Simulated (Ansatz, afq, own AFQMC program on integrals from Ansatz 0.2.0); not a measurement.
**Atomization energy of SiN, doublet**

```yaml
atoms:
  - { symbol: Si, position_ang: [0.0000, 0.0000, 0.0000] }
  - { symbol: N, position_ang: [0.0000, 0.0000, 1.5638] }
```

Atoms in their ground-state spins without spin–orbit coupling (mostly on UHF) minus the molecule (ROHF), without zero-point energy. The geometry is a stationary point, not shown to be a minimum.

Basis 6-31G. Noble-gas cores (and the filled d shells of Ga–Kr and In–Xe) are frozen. Ansatz 0.2.0 and our own AFQMC program on the same integrals; the CISD trial comes from CCSD amplitudes, and released means the phaseless constraint is let go. Error bars are statistical, one sigma. The errors of all members are added in quadrature.

Full CI on the same integrals is exact in this basis and with this determinant's frozen core.

Errors are counted within 6-31G, not against nature.

Cautions: SiN (doublet): a spin-contaminated unrestricted determinant lies lower (UHF 502 meV lower, ⟨S²⟩ 1.30), the search met a lower determinant of the same kind, perhaps of another symmetry (30 meV lower), and this one is a saddle point, strong correlation (T1 0.078, weight of the determinant 0.79, largest double 0.11), the released energies are still falling, so no released level is given (meV from the phaseless value at times in 1/Eh: -17 ± 4 at 0.24, -30 ± 5 at 0.51, -40 ± 4 at 0.99, -42 ± 7 at 1.62, -54 ± 10 at 2.40), its ph-AFQMC/CISD value lies 75 ± 4 meV above full CI.

Reference (full CI): 64.8 kcal/mol.

```json
{"level": "HF", "atomization energy (kcal/mol)": "-19.9", "error against FCI (kcal/mol)": "-84.7"}
{"level": "MP2", "atomization energy (kcal/mol)": "59.0", "error against FCI (kcal/mol)": "-5.8"}
{"level": "CCSD", "atomization energy (kcal/mol)": "57.6", "error against FCI (kcal/mol)": "-7.1"}
{"level": "CCSD(T)", "atomization energy (kcal/mol)": "63.2", "error against FCI (kcal/mol)": "-1.6"}
{"level": "CCSDT", "atomization energy (kcal/mol)": "63.6", "error against FCI (kcal/mol)": "-1.1"}
{"level": "CCSDT(Q)", "atomization energy (kcal/mol)": "64.7", "error against FCI (kcal/mol)": "0.0"}
{"level": "ph-AFQMC/HF", "atomization energy (kcal/mol)": "60.8 ± 0.8", "error against FCI (kcal/mol)": "-4.0 ± 0.8"}
{"level": "ph-AFQMC/CISD", "atomization energy (kcal/mol)": "63.0 ± 0.1", "error against FCI (kcal/mol)": "-1.7 ± 0.1"}
```

Correlation beyond CCSD(T) adds 1.6 kcal/mol. The perturbative (T) step is worth +5.5 kcal/mol. Where the cautions show a poor determinant, the low rows tell how each method copes with it, not its usual error.

CCSDT and higher add their correlation energy to the determinant of the CCSD(T) run, since their own runs factorise the integrals more tightly (a shift of under 2 meV). A walk keeps the symmetry of its determinant, which the program's search chose and which needn't be the lowest solution, so a lower state of the same spin and another symmetry isn't excluded.
